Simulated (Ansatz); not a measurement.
## [H···H···OH], doublet in cc-pVDZ: errors against UCCSDTQ

Geometry: a point of a hydrogen-transfer path between rigid fragments, not a stationary point.

```xyz
4

H    -2.0602    0.0498    0.0000
H    -1.2432    0.0498    0.0000
O     0.1808    0.0498    0.0000
H     0.4327   -0.8901    0.0000
```

Basis cc-pVDZ; Ansatz 0.2.0. Only valence electrons are correlated (noble-gas cores frozen), which leaves 9 electrons in 28 orbitals. R marks a restricted (for open shells ROHF) determinant, U an unrestricted one. Active spaces: pair = (3e, 3o) about the gap; valence = (9e, 7o) chosen from the atoms' valence shells.

Full CI isn't at hand for all of this; UCCSDTQ serves as the reference, and is uncertain by about the last step of the cluster series. The frozen core follows each run's orbitals, which can shift R against U totals by a few meV.

For open shells CISD is restricted-active-space CI with the open shells as a complete middle space.

* UHF ⟨S²⟩: 0.772
* T1 diagnostic (RCCSD): 0.0323
* largest doubles amplitude (RCCSD): 0.052
* T1 diagnostic (UCCSD): 0.0203

| level | E − E(UCCSDTQ) (kJ/mol) | share of correlation (%) | wall time |
| --- | --- | --- | --- |
| RHF | 582.3 | 0.00 | – |
| UHF | 563.9 | 3.14 | – |
| RMP2 | 73.3 | 87.42 | – |
| UMP2 | 71.3 | 87.76 | – |
| CISD | 38.5 | 93.39 | 0.67 s |
| RCCSD | 10.0 | 98.29 | – |
| UCCSD | 9.7 | 98.34 | – |
| RCCSD(T) | 1.9 | 99.67 | 0.76 s |
| UCCSD(T) | 1.9 | 99.68 | 0.77 s |
| BCCD(T) | 1.9 | 99.67 | 1.4 s |
| RCCSDT | 0.9 | 99.84 | – |
| UCCSDT | 0.9 | 99.85 | – |
| RCCSDT(Q) | 0.0 | 99.99 | 9.5 s |
| UCCSDT(Q) | 0.0 | 100.00 | 8 s |
| RCCSDTQ | 0.1 | 99.99 | 15 s (H100) |
| CASSCF (pair space) | 521.8 | 10.39 | – |
| MRCISD (pair space) | 32.1 | 94.48 | – |
| MRCISD+Q (pair space) | 1.5 | 99.74 | 1.4 s |
| CASSCF (valence space) | 444.7 | 23.63 | – |
| NEVPT2 (valence space) | 73.7 | 87.35 | 0.76 s |
| NEVPT4(SD) (valence space) | 7.3 | 98.75 | 1.3 s |
| MRCISD (valence space) | 20.0 | 96.56 | – |
| MRCISD+Q (valence space) | 2.0 | 99.65 | 1.1 s |

The correlation energy at UCCSDTQ, counted from RHF, is -6.035 eV. That run took 20 s on 2 threads of AMD EPYC 7R13 with a shared H100 80 GB, shared host.

Times hold each run's SCF and search for its determinant on a shared host, so for small cases they say little of a method's own cost; rows without a card ran on 1 thread of AMD EPYC 7R13.

Natural occupations of CASSCF (valence space) about the gap: 2.000 1.997 1.976 1.968 1.001 0.032 0.025; effectively unpaired electrons, Σ n²(2−n)², 1.01.
